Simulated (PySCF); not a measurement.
This PySCF input asks for the NMR shieldings of `[H][Si]([H])(C)[SiH3]`, CH8Si2; the geometry comes from PBE0-D3(BJ)/def2-SVP.

```python
import basis_set_exchange as bse
import numpy as np
from pyscf import gto, dft
from pyscf.prop import nmr

atoms = """
Si    0.698282    0.176882    0.494148
H     0.724659    0.152802    1.991809
H     2.118413    0.164230    0.017494
C    -0.186617    1.722555   -0.123885
H     0.298883    2.630649    0.265054
H    -1.237585    1.728625    0.202673
H    -0.168354    1.766985   -1.223339
Si   -0.375562   -1.764261   -0.273644
H    -1.768576   -1.831133    0.271427
H     0.358200   -2.998058    0.146708
H    -0.461751   -1.749286   -1.768447
"""
names = dict.fromkeys(["Si", "H", "C"], "pcSseg-1")
basis = {el: gto.basis.parse(bse.get_basis(n, elements=[el], fmt="nwchem")) for el, n in names.items()}
mol = gto.M(atom=atoms, basis=basis, charge=0, verbose=0)
mf = dft.RKS(mol, xc="PBE0")
mf.grids.level = 2
mf.grids.alignment = dft.numint.BLKSIZE   # the property module wants whole blocks of grid points
mf.conv_tol = 1e-9
mf.kernel()

calc = nmr.RKS(mf)   # GIAO
C = mf.mo_coeff
Co = C[:, mf.mo_occ > 0]
resp = mf.gen_response(singlet=True, hermi=2)
def vind(x):   # induced exchange potential for any number of trial vectors
    d = np.einsum("pi,xij,qj->xpq", C, 2 * x.reshape(-1, C.shape[1], Co.shape[1]), Co, optimize=True)
    return np.einsum("xpq,pi,qj->xij", resp(d - d.transpose(0, 2, 1)), C, Co, optimize=True).ravel()
mo1, _ = nmr.rhf.solve_mo1(calc, with_cphf=vind)
sigma = calc.kernel(mo1)
for i, s in enumerate(sigma):   # ppm
    print("%2d %-2s %9.2f" % (i, mol.atom_pure_symbol(i), np.trace(s) / 3))
```

Q: Give the expected output.

A: 
```
 0 Si    423.68
 1 H      27.31
 2 H      27.31
 3 C     193.57
 4 H      30.72
 5 H      31.10
 6 H      31.10
 7 Si    457.72
 8 H      27.78
 9 H      27.77
10 H      27.80
```

These numbers come from an equivalent density-fitted implementation of the same equations, which agrees with the script to about 0.01 ppm for H and up to a few tenths of a ppm for heavy atoms, so last digits may differ.

Q: Turn these shieldings into chemical shifts. Referencing at the same level of theory: 29Si (351.99 ppm), 1H (31.27 ppm), 13C (184.41 ppm) against TMS.

A: Averaging equivalent atoms: Si 0: -71.7; Si 7: -105.7; H 1/2: 3.96; H 8/9/10: 3.48; H 4/5/6: 0.29; C 3: -9.2 ppm. 

Size and cost of the density-fitted run: 105 basis functions, 6.4 s wall time on 1 thread of an x86-64 server CPU, shared host.
